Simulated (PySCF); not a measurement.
# SH₂: relaxation and vibrations of the singlet

Aim: relax SH₂ as a singlet from a bent start, check by its vibrations whether the end is a minimum, and collect its spectrum and constants.

Method: B3LYP, basis S def2-TZVP, H def2-TZVP, no relativity, density fitting; program: PySCF 2.14.0.

### 1 The starting structure

3 atoms, charge 0, spin multiplicity 1.

Bond lengths: S1–H2 1.350 Å, S1–H3 1.350 Å. Angles: H2–S1–H3 110.0°.

Coordinates in bohr (charge 0 multiplicity 1):
```
S     0.0000    0.0000    0.0000
H     2.0898    0.0000    1.4632
H    -2.0898    0.0000    1.4632
```

### 2 Finding the electronic state

One driver script runs all steps and calls PySCF; scf.py shows how it sets up the SCF of each step. The optimiser is the driver's own. After this first run the driver tries any further starts and a stability analysis.

Contents of scf.py:

```python
from pyscf import gto, scf, dft
mol = gto.M(atom='''
S      0.000000     0.000000     0.000000
H      1.105900     0.000000     0.774300
H     -1.105900     0.000000     0.774300''',
    basis={'S': 'def2-TZVP', 'H': 'def2-TZVP'},
    charge=0, spin=0)
mf = dft.RKS(mol, xc='B3LYP')
mf.grids.atom_grid = (50, 194)
aux = {'S': 'def2-universal-JKFIT', 'H': 'def2-universal-JKFIT'}
mf = mf.density_fit(auxbasis=aux)
mf.conv_tol = 1e-08
mf.diis_space = 10
mf.max_cycle = 60
mf.init_guess = 'minao'
mf.verbose = 4
mf.kernel()
```

Run with:

```sh
$ OMP_NUM_THREADS=2 python axn.py task.json out
```

What it wrote:

```text
init E= -399.328881718384
  HOMO = -0.293878431103185  LUMO = -0.0257547069992903  gap/eV = 7.29602
cycle= 1 E= -399.404994991743  delta_E= -0.0761  |g|= 0.186  |ddm|= 1.07
  HOMO = -0.230418618146111  LUMO = 0.00424118131121887  gap/eV = 6.38542
cycle= 2 E= -399.407062360706  delta_E= -0.00207  |g|= 0.192  |ddm|= 0.424
  HOMO = -0.264199741291371  LUMO = -0.00244544972005656  gap/eV = 7.12270
cycle= 3 E= -399.417415577063  delta_E= -0.0104  |g|= 0.0154  |ddm|= 0.201
  HOMO = -0.264963603250809  LUMO = -0.00142919429242738  gap/eV = 7.17114
cycle= 4 E= -399.417436856067  delta_E= -2.13e-05  |g|= 0.00131  |ddm|= 0.00684
  HOMO = -0.26520174989173  LUMO = -0.00152801685859316  gap/eV = 7.17493
cycle= 5 E= -399.41743712398  delta_E= -2.68e-07  |g|= 0.000663  |ddm|= 0.00129
  HOMO = -0.265130229330808  LUMO = -0.00146494553014165  gap/eV = 7.17470
cycle= 6 E= -399.41743724726  delta_E= -1.23e-07  |g|= 7.14e-05  |ddm|= 0.000508
  HOMO = -0.265144437129269  LUMO = -0.0014780307254938  gap/eV = 7.17473
cycle= 7 E= -399.417437248632  delta_E= -1.37e-09  |g|= 4.11e-06  |ddm|= 7.46e-05
  HOMO = -0.265142884593065  LUMO = -0.00147655085083542  gap/eV = 7.17473
Extra cycle  E= -399.417437248637  delta_E= -4.95e-12  |g|= 2.48e-06  |ddm|= 7.21e-06
converged SCF energy = -399.417437248637
```

This step, with its further starts and checks, ran for 2.7 s (2 threads of Arm Neoverse V1, shared host).

Energies from each starting density:

```tsv
start	energy (Eh)
the minimal-basis guess	-399.417437
a thermally smeared density	-399.417437
a smeared PBE density	-399.417437
```

The test of internal stability and the other starts found no lower closed-shell solution.

### 3 Bent start, singlet: relaxation

The program finds C2v symmetry in the start, which this walk keeps. The walk stops when the largest gradient is under 0.0003 Eh/bohr and the energy has settled too.

scf.py, as its differences from that of step 2:

```diff
@@ -3,3 +3,3 @@
-S      0.000000     0.000000     0.000000
-H      1.105900     0.000000     0.774300
-H     -1.105900     0.000000     0.774300''',
+S      0.000000     0.000000    -0.045920
+H      1.105900     0.000000     0.728380
+H     -1.105900     0.000000     0.728380''',
@@ -15 +14,0 @@
-mf.init_guess = 'minao'
```

Steps of the walk:

```tsv
step	energy (Eh)	change (kJ/mol)	largest symmetric gradient (Eh/bohr)
0	-399.417437	0.00	0.02698
1	-399.424986	-19.82	0.01370
2	-399.425355	-20.79	0.00141
3	-399.425367	-20.82	0.00013
4	-399.425367	-20.82	0.00000
```

The walk took 1.7 s.

Geometry (Å) and forces (eV/Å) at some steps:

```
step 0
S    0.000   0.000  -0.046   0.000   0.000  -1.387
H    1.106   0.000   0.728  -0.780   0.000   0.694
H   -1.106   0.000   0.728   0.780   0.000   0.694
step 1
S    0.000   0.000  -0.160   0.000   0.000   0.704
H    0.982   0.000   0.785  -0.351   0.000  -0.352
H   -0.982   0.000   0.785   0.351   0.000  -0.352
step 2
S    0.000   0.000  -0.148   0.000   0.000   0.068
H    0.975   0.000   0.779  -0.072   0.000  -0.034
H   -0.975   0.000   0.779   0.072   0.000  -0.034
step 3
S    0.000   0.000  -0.148   0.000   0.000  -0.007
H    0.970   0.000   0.780   0.003   0.000   0.003
H   -0.970   0.000   0.780  -0.003   0.000   0.003
step 4
S    0.000   0.000  -0.148   0.000   0.000   0.000
H    0.970   0.000   0.780   0.000   0.000   0.000
H   -0.970   0.000   0.780   0.000   0.000   0.000
```

After 4 steps and 20.8 kJ/mol it ends at C2v: S–H 1.343 Å (×2); H–S–H 92.6°.

### 4 Hessian and properties

On the finer grid the gradient is checked again; gradients at displacements of ±0.02 bohr then give force constants and infrared intensities.

scf.py, as its differences from that of step 3:

```diff
@@ -3,3 +3,3 @@
-S      0.000000     0.000000    -0.045920
-H      1.105900     0.000000     0.728380
-H     -1.105900     0.000000     0.728380''',
+S     -0.000000     0.000000    -0.055032
+H      0.970251     0.000000     0.872918
+H     -0.970251     0.000000     0.872918''',
@@ -9 +9 @@
-mf.grids.atom_grid = (50, 194)
+mf.grids.atom_grid = (75, 302)
@@ -12 +12 @@
-mf.conv_tol = 1e-08
+mf.conv_tol = 1e-10
```

The driver hands on the density of the step before, so the log starts near convergence.

Log of the central SCF (cycles and frontier levels):

```text
init E= -399.425370319369
  HOMO = -0.265564623197143  LUMO = 0.0106223664956825  gap/eV = 7.51543
cycle= 1 E= -399.425370319368  delta_E= 5.68e-13  |g|= 4.06e-08  |ddm|= 6.58e-08
  HOMO = -0.265564614836393  LUMO = 0.0106223710635988  gap/eV = 7.51543
Extra cycle  E= -399.425370319368  delta_E= -1.14e-13  |g|= 4.26e-08  |ddm|= 7.05e-08
converged SCF energy = -399.425370319368
```

The whole step took 4.2 s.

Geometry: C2v; S–H 1.343 Å (×2); H–S–H 92.6°.

Modes, for the most abundant isotopes:

```csv
symmetry,ω (cm⁻¹),IR (km/mol),μ (u),type
a1,1215,0.2,1.04,bend
a1,2684,0.3,1.04,stretch
b2,2697,0.7,1.04,stretch
```

Every mode is real; the point is a minimum.

Properties at this point:

```
Dipole moment                                                   : 1.11 D
Highest occupied level                                          : -7.23 eV
Lowest empty level                                              : 0.29 eV
Rotational constants                                            : 10.32, 8.884, 4.775 cm⁻¹
Zero-point energy                                               : 39.5 kJ/mol
Principal polarisabilities                                      : 14.8, 19.5, 20.4 bohr³
Atomisation energy without zero-point energy                    : 758 kJ/mol
Principal traceless quadrupole moments about the centre of mass : -3.79, 1.03, 2.76 D Å
Entropy at 298.15 K and 1 bar                                   : 205.7 J/(mol K)
Heat capacity Cp at 298.15 K                                    : 34.1 J/(mol K)
Enthalpy at 298.15 K above 0 K                                  : 9.96 kJ/mol
Rotational symmetry number                                      : 2
```

Charges (e) and bond orders:

| atom | Mulliken | Löwdin | polar tensor | Mayer order to S1 |
| --- | --- | --- | --- | --- |
| S1 | -0.30 | -0.05 | -0.10 | – |
| H2,3 | 0.15 | 0.03 | 0.05 | 0.97 |

Mulliken populations on S1: s 5.84, p 10.37, d 0.08, f 0.01.

### 5 Stability of the closed shell

At the lowest minimum the closed shell is tested against spin polarisation, on the (50, 194) grid. It is stable.

### 6 Summary of results

| quantity | value |
| --- | --- |
| minimum | singlet, C2v |
| geometry | S–H 1.343 Å (×2); H–S–H 92.6° |
| wavenumbers (cm⁻¹) | 1215 (a1), 2684 (a1), 2697 (b2) |
| dipole moment | 1.11 D |
| highest occupied, lowest empty level | -7.23, 0.29 eV |
| polar-tensor charge of S1 | -0.10 e |
| zero-point energy | 39.5 kJ/mol |
| entropy at 298.15 K | 205.7 J/(mol K) |
| atomisation energy (no zero-point energy) | 758 kJ/mol |

**Reading.** The bent start keeps its C2v symmetry and ends in a minimum. Only this shape and spin were tried, so other structures or states may lie lower.

The search up to here ran for 9.1 s (2 threads of Arm Neoverse V1, shared host).
